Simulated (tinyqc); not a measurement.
A ladder of methods, and size consistency: correlation methods against full CI in the sto-3g basis, for H2O, spin multiplicity 1. Computed by the program tinyqc with PySCF. All electrons correlated; +Q is the Davidson correction (1 - c0^2) E_corr. The last columns treat two copies 100 angstrom apart as one system. FCI is the lowest singlet.

Geometry (angstrom):
```
atom       x        y       z
O     0.0000   0.0000  0.0000
H     0.0000   0.7280  0.6190
H     0.0000  -0.7600  0.6460
```

RHF energy of one = -74.964321 hartree

Correlation energies (hartree):
```
method   E_corr of one  share of FCI (%)  E_corr of two at 100 angstrom  two minus twice one (mhartree)
MP2           -0.03798            71.711                       -0.07596                           0.000
CISD          -0.05215            98.463                       -0.10153                           2.765
CISD+Q        -0.05361           101.222                       -0.10676                           0.452
CCSD          -0.05284            99.776                       -0.10568                           0.000
CCSD(T)       -0.05290            99.897                       -0.10581                           0.000
FCI           -0.05296           100.000                              -                               -
```

What does the comparison show, and why?

MP2 recovers 72 %, CISD 98.5 % and CCSD 99.8 % of the FCI value (c0^2 = 0.972 in CISD). MP2 and coupled cluster are size consistent, so their last column vanishes; CISD loses 2.76 mhartree, since a double excitation on each copy is a quadruple of the pair, and the Davidson correction leaves +0.45.
